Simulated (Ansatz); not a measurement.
# C₃H₃FS: how energies converge with the basis set

An exercise on one series of results from a longer session: the logs are not shown, and one member is left open.

Computed with Ansatz 0.2.0, Gaussian basis. Level: one geometry, several basis sets.

Plan: PBE0-D4/def2-SVP; ωB97M-V/def2-SVP; PBE0-D4/def2-QZVPP; ωB97M-V/def2-QZVPP; the functionals' def2-TZVPP values are taken from earlier runs.

### The geometry

All runs share one geometry, relaxed beforehand with PBE0-D4 in a triple-zeta def2 set.

SMILES `F/C=C1\CS1`, 8 atoms, charge 0, spin multiplicity 1.

Atoms are counted from 1 here; the program's logs count them from 0.

Bond lengths: F1–C2 1.341 Å, C2–C3 1.313 Å, C2–H6 1.082 Å, C3–C4 1.449 Å, C3–S5 1.724 Å, C4–S5 1.832 Å, C4–H7 1.085 Å, C4–H8 1.085 Å. Angles: F1–C2–C3 121.0°, F1–C2–H6 113.5°, C3–C2–H6 125.5°, C2–C3–C4 146.4°, C2–C3–S5 143.7°, C4–C3–S5 69.9°, C3–C4–S5 62.1°, C3–C4–H7 118.7°, C3–C4–H8 118.7°, S5–C4–H7 115.3°, S5–C4–H8 115.3°, H7–C4–H8 115.7°, C3–S5–C4 48.0°.

Set-up of the first run:

in.yaml

```yaml
crystal:
  periodic: [false, false, false]
  atoms:
    - {symbol: F, position_ang: [0.768463, -0.272632, 2.047087]}
    - {symbol: C, position_ang: [0.314225, 0.650619, 1.186363]}
    - {symbol: C, position_ang: [-0.051834, 0.319435, -0.030660]}
    - {symbol: C, position_ang: [-0.205604, -0.750444, -0.995150]}
    - {symbol: S, position_ang: [-0.671356, 0.943504, -1.513668]}
    - {symbol: H, position_ang: [0.288656, 1.649991, 1.599168]}
    - {symbol: H, position_ang: [0.682255, -1.154045, -1.471640]}
    - {symbol: H, position_ang: [-1.032604, -1.443527, -0.877100]}
basis:
  gaussian: {orbitals: def2-SVP}
hamiltonian: {xc: pbe0, dispersion: d4}
output: {orbitals: {seedname: orbitals}}
```

On the command line:

```bash
> ansatz run in.yaml --threads 2 --pin off --events-out ev --progress --plain --max-ram 4352MiB
```

Steps of the session up to this table: PBE0-D4 in def2-SVP; ωB97M-V in def2-SVP; PBE0-D4 in def2-QZVPP; ωB97M-V in def2-QZVPP.

One of the session's tables, all rows but one given; the rest of the session is left out.

It belongs to the step «Functionals by basis». 

| functional | basis | HOMO (eV) | LUMO (eV) |
| --- | --- | --- | --- |
| PBE0-D4 | def2-SVP | ? | ? |
| PBE0-D4 | def2-TZVPP | -6.51 | -0.39 |
| PBE0-D4 | def2-QZVPP | -6.55 | -0.52 |
| ωB97M-V | def2-SVP | -8.51 | 2.25 |
| ωB97M-V | def2-TZVPP | -8.63 | 1.72 |
| ωB97M-V | def2-QZVPP | -8.67 | 1.36 |

**Question.** Estimate the row for PBE0-D4, def2-SVP.

**Answer.** HOMO (eV): -6.42; LUMO (eV): -0.02. In the column «HOMO (eV)» it is the highest.
